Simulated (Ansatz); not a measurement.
Reaction (atomization): `N=C(CN)CF` → 3 C• + F• + 7 H• + 2 N•

Calculated with Ansatz (gas phase, PBE0-D4/def2-TZVP geometries, no zero-point term in ΔE). CCSD(T)/CBS adds triple-zeta CCSD(T) − MP2 to the extrapolated MP2 energy (def2 sets, frozen cores). This one scheme is used for every species, atoms too. DFT in def2-TZVPP. Open shells (•) are unrestricted, without spin–orbit coupling. Spin–orbit coupling would lower the free atoms: a little for C, F. Each species was taken in one conformer, which may not be the lowest.

```json
{"level": "PBE-D4", "ΔE (eV)": "54.33"}
{"level": "PBE0-D4", "ΔE (eV)": "52.92"}
{"level": "HF/def2-QZVPP", "ΔE (eV)": "36.32"}
{"level": "MP2/CBS(def2)", "ΔE (eV)": "53.43"}
```

What does CCSD(T)/CBS give? (Estimate.)

Computed: +52.46 eV. The listed levels differ from it by 1.87, 0.46, -16.14, 0.97 eV.

Largest T1 diagnostic among the species: 0.011.

The D4 term adds +0.38 eV with B3LYP and +0.20 eV with PBE0; it sums over pairs of atoms, weighted by their polarisabilities, and B3LYP, whose exchange is more repulsive, gets the larger term. From PBE to PBE0 (25 % exact exchange), in def2-TZVPP and without D4, ΔE moves by −1.37 eV: exact exchange takes away binding that semilocal exchange gives to molecules.

B3LYP here is the variant with VWN-RPA as its local correlation; programs differ in this.

For atomizations the MP2-based limit and the directly extrapolated one differ by several kJ/mol either way, and by 10 to 25 for some Ge, Se and Sn compounds, so smaller differences from it don't rank the levels.
